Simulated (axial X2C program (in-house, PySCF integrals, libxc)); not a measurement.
# Outer orbitals of LiP at 2.327 Å, r2SCAN0

All values were computed with an in-house relativistic program for diatomic molecules. Spin-free means the one-electron spin-free X2C Hamiltonian; two-component (2c) means X2C with spin–orbit coupling and atomic mean-field two-electron Coulomb and Gaunt terms, so the difference of the two also holds small scalar two-electron terms. Basis: P dyall-v3z [8s7p2d1f], Li dyall-cv3z [7s8p2d] (cores contracted in-house); Gaussian nuclei, density fitting, unrestricted open shells. Masses: P 30.974 u, Li 7.016 u.

The distance is close to the 2c PBE0 minimum; the highest filled and lowest empty levels are listed.

Spin-free orbitals, state M_S = 1, Λ = 0 (beyond evenly filled blocks: π+α, π-α) (Löwdin shares):

```json
{"symmetry": "σα", "occupied": "yes", "ε (eV)": "-15.05", "atomic character": "77% P s, 11% Li p, 6% Li s"}
{"symmetry": "σβ", "occupied": "yes", "ε (eV)": "-12.27", "atomic character": "76% P s, 12% Li p, 7% Li s"}
{"symmetry": "π-α", "occupied": "yes", "ε (eV)": "-5.99", "atomic character": "88% P p, 7% Li p, 5% Li d"}
{"symmetry": "π+α", "occupied": "yes", "ε (eV)": "-5.99", "atomic character": "88% P p, 7% Li p, 5% Li d"}
{"symmetry": "σα", "occupied": "yes", "ε (eV)": "-5.46", "atomic character": "81% P p, 10% Li s, 6% Li p"}
{"symmetry": "σβ", "occupied": "yes", "ε (eV)": "-4.90", "atomic character": "80% P p, 11% Li s, 6% Li p"}
{"symmetry": "π-β", "occupied": "no", "ε (eV)": "-1.46", "atomic character": "71% P p, 24% Li p, 4% Li d"}
{"symmetry": "π+β", "occupied": "no", "ε (eV)": "-1.46", "atomic character": "71% P p, 24% Li p, 4% Li d"}
{"symmetry": "σα", "occupied": "no", "ε (eV)": "-1.07", "atomic character": "70% Li s, 26% Li p, 3% P p"}
{"symmetry": "σβ", "occupied": "no", "ε (eV)": "-0.72", "atomic character": "66% Li s, 27% Li p, 5% P p"}
```

Spinors with spin–orbit coupling (state Ω = 1):

```tsv
ω	occupied	ε (eV)	atomic character	λ mixture
1/2	yes	-15.05	77% P s, 11% Li p, 6% Li s	100% σ
-1/2	yes	-12.27	76% P s, 12% Li p, 7% Li s	100% σ
-1/2	yes	-6.01	88% P p, 7% Li p, 5% Li d	100% π
3/2	yes	-5.98	88% P p, 7% Li p, 5% Li d	100% π
1/2	yes	-5.46	81% P p, 10% Li s, 6% Li p	100% σ
-1/2	yes	-4.90	80% P p, 11% Li s, 6% Li p	100% σ
1/2	no	-1.47	72% P p, 24% Li p, 4% Li d	100% π
-3/2	no	-1.45	71% P p, 25% Li p, 4% Li d	100% π
1/2	no	-1.07	70% Li s, 26% Li p, 3% P p	100% σ
-1/2	no	-0.72	66% Li s, 27% Li p, 5% P p	100% σ
```

Mulliken charges and populations of the two-component result (they depend on the basis, above all on diffuse functions):

P -0.47 e (s 5.93 p 9.52 d 0.02), Li 0.47 e (s 2.27 p 0.23 d 0.04). ⟨Lz⟩ = 0.00 ħ and ⟨Sz⟩ = 1.00 ħ (0.96 and 0.04 on the two atoms), which add up to Ω.

Occupations by symmetry block were frozen at the best pattern of an incomplete PBE0 search. Density functionals use the spin component along the axis (collinear). PBE0 can misorder states that lie within some tenths of an eV, so this need not be the ground state of the molecule. The nearest other spin-free determinant of the search, M_S = 0, Λ = 2, lies 0.96 eV up at the distance of the search. With several unpaired electrons one determinant need not be a pure state. Open-shell Ω = 0 determinants with evenly filled partner blocks cannot be reached by this program, so the Ω shown need not be the lowest component. This is the Ω = 1 component of a π² triplet; the 0⁺ component is not one determinant and can lie lowest.
